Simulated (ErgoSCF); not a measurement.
# BHSCl (SMILES S[B]Cl) at 6 levels

Aim: a comparison of 6 runs (UHF/STO-3G, UHF/3-21G, UHF/def2-SVP, UB3LYP/6-31G*, UPBE0/def2-SVP, UPBE0/6-311G**) of BHSCl. 

The results are computed with ErgoSCF 3.8.

### 1 The structure to begin with

The species is BHSCl (4 atoms), meant as a doublet with charge 0. SMILES: `S[B]Cl`. The coordinates come from a PBE0-D4/def2-TZVP relaxation.

Bond lengths: S1–B2 1.766 Å, B2–Cl3 1.722 Å, S1–H4 1.344 Å. Angles: S1–B2–Cl3 124.8°, B2–S1–H4 96.3°.

### 2 A single-point energy at UHF/STO-3G (run 1)

Contents of geom.xyz:

```xyz
4
BClHS
S      0.566400    -0.789100     0.531400
B     -0.299600     0.475700    -0.345800
Cl    -2.014100     0.616000    -0.427300
H      1.802900    -0.362900     0.221400
```

Contents of run.inp:

```
# BClHS, HF
set_nthreads("env")
scf.use_diagonalization = 1
scf.output_mulliken_pop = 1
spin_polarization = 1
tmpdir = "."
basis = "STO-3G"
scf.max_number_of_iterations = 120
molecule "geom.xyz"
run "HF"
```

The basis set STO-3G is read from a file made from the Basis Set Exchange's data (not shown).

Run with:

```
$ ergo < run.inp
```

Log:

```text
[...]
INSC SCF_general constructor, number of basis functions: 24
[...]
INSC Energy   1 =       -812.27238642927
[...]
INDE E_LUMO =          0.26301583509
[...]
INSC Energy  19 =       -872.70393548942  ( diff     -0.000000000006821 )
[...]
RESC CONVERGED after  19 iterations.
RESC FINAL ENERGY:       -872.70393548942
RESC FINAL <S2> =          0.75737951043
[...]
INSC SCF: dipole_moment_x [atomic units] =       0.97485476
INSC SCF: dipole_moment_y [atomic units] =      -0.00603331
INSC SCF: dipole_moment_z [atomic units] =      -0.00523086
[...]
```

Wall time 2.5 s (1 thread of AMD EPYC 7B13 (Zen 3), shared host); peak memory 0.26 GiB.

### 3 The energy at UHF/3-21G (run 2)

Contents of job.ego:

```
# BClHS, HF
set_nthreads(1)
basis = "3-21G"
scf.use_diagonalization = 1
scf.max_number_of_iterations = 120
charge = 0
tmpdir = "."
scf.output_mulliken_pop = 1
spin_polarization = 1
molecule_inline Angstrom
S        0.566400      -0.789100       0.531400
B       -0.299600       0.475700      -0.345800
Cl      -2.014100       0.616000      -0.427300
H        1.802900      -0.362900       0.221400
EOF
run "HF"
```

The basis set 3-21G is read from a file made from the Basis Set Exchange's data (not shown).

Run with:

```
$ ergo < job.ego
```

Log:

```text
[...]
INSC SCF_general constructor, number of basis functions: 37
[...]
INSC Energy   1 =       -621.41623419654
[...]
INDE E_LUMO =          0.08117136767
[...]
INSC Energy  16 =       -877.96795122789  ( diff     -0.000000000025807 )
[...]
RESC CONVERGED after  16 iterations.
RESC FINAL ENERGY:       -877.96795122789
RESC FINAL <S2> =          0.75626282945
[...]
INSC SCF: dipole_moment_x [atomic units] =       0.81016473
INSC SCF: dipole_moment_y [atomic units] =       0.12411619
INSC SCF: dipole_moment_z [atomic units] =      -0.09467511
[...]
```

Run time: 2.8 s. Hardware: 1 thread of AMD EPYC 7B13 (Zen 3), shared host; peak memory 0.26 GiB.

Runs 3 to 5 aren't shown in full; the table further down has their settings and results.

### 4 A single-point energy at UPBE0/6-311G(d,p) (run 6)

Contents of ergo.in:

```
set_nthreads(1)
molecule_inline Angstrom
S        0.566400      -0.789100       0.531400
B       -0.299600       0.475700      -0.345800
Cl      -2.014100       0.616000      -0.427300
H        1.802900      -0.362900       0.221400
EOF
scf.max_number_of_iterations = 120
basis = "6-311G**"
scf.output_mulliken_pop = 1
scf.use_diagonalization = 1
spin_polarization = 1
XC.radint = 1e-11
XC.sparse_mode = 0
tmpdir = "."
XC.angint = 41
run "PBE0"
```

The basis set 6-311G** is read from a file made from the Basis Set Exchange's data (not shown).

Run with:

```
$ ergo ergo.in
```

Log:

```text
[...]
INDF Weighted mixed functional:
[...]
INSC Energy   1 =       -519.14467995850
[...]
INDE E_LUMO =         -0.06640508507
[...]
INSC Energy  19 =       -883.53438276551  ( diff     -0.000000000004206 )
[...]
RESC CONVERGED after  19 iterations.
RESC FINAL ENERGY:       -883.53438276551
RESC FINAL <S2> =          0.75384802531
[...]
INSC SCF: dipole_moment_x [atomic units] =       0.52224039
INSC SCF: dipole_moment_y [atomic units] =      -0.09214235
INSC SCF: dipole_moment_z [atomic units] =       0.05954296
[...]
```

Run time: 47 s. Hardware: 1 thread of AMD EPYC 7B13 (Zen 3), shared host; peak memory 0.26 GiB.

### 5 The series

```csv
run,level,integration grid,radint,energy (Eh),dipole moment (D),⟨S²⟩,wall time
1,UHF/STO-3G,–,–,-872.703935,2.48,0.757,2.5 s
2,UHF/3-21G,–,–,-877.967951,2.10,0.756,2.8 s
3,UHF/def2-SVP,–,–,-882.018234,1.31,0.757,18 s
4,UB3LYP/6-31G* (spherical functions),Turbo,1e-11,-883.823481,1.27,0.753,34 s
5,UPBE0/def2-SVP,Turbo,1e-11,-883.226071,1.12,0.754,25 s
6,UPBE0/6-311G**,Turbo,1e-11,-883.534383,1.36,0.754,47 s
```

### 6 Summary of results

| quantity | value |
| --- | --- |
| run 6: total energy | -883.53438 Eh |
| run 6: dipole moment | 1.36 D |
| run 6: ⟨S²⟩ | 0.754 |

In words: The dipole moment (its size) runs from 1.12 D (UPBE0/def2-SVP) to 2.48 D (UHF/STO-3G). The two ends differ in method and basis. Totals of different functionals can't be ranked against each other. In run 1 the basis is minimal, so the values are rough. All runs together took 2.2 min, the longest 47 s.
